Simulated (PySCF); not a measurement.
The numbers are results of B3LYP-D3(BJ)/def2-TZVP // B3LYP-D3(BJ)/def2-SVP in PySCF, not measurements. Isolated molecules, 0 K electronic values unless said otherwise. One relaxed conformer stands for a flexible species; it need not be the lowest. B3LYP has the VWN-RPA correlation part, as in Gaussian. 

Reference species (SMILES): `CC[Si](CC)(CC)CC` (neutral, multiplicity 1).

| Item | Value |
|---|---|
| LUMO | 0.61 eV |
| HOMO–LUMO gap | 8.08 eV |
| HOMO | -7.47 eV |

Changed species: `[SiH4]` (4 of 4 C2H5 replaced by H; the reference has 0 of 4 C2H5 replaced by H).

Question: What does the change do to the LUMO, HOMO–LUMO gap and HOMO?

Answer: the LUMO increases by 0.22 eV, to 0.83 eV; the HOMO–LUMO gap goes up by 2.39 eV, to 10.47 eV; the HOMO drops by 2.18 eV, to -9.65 eV.
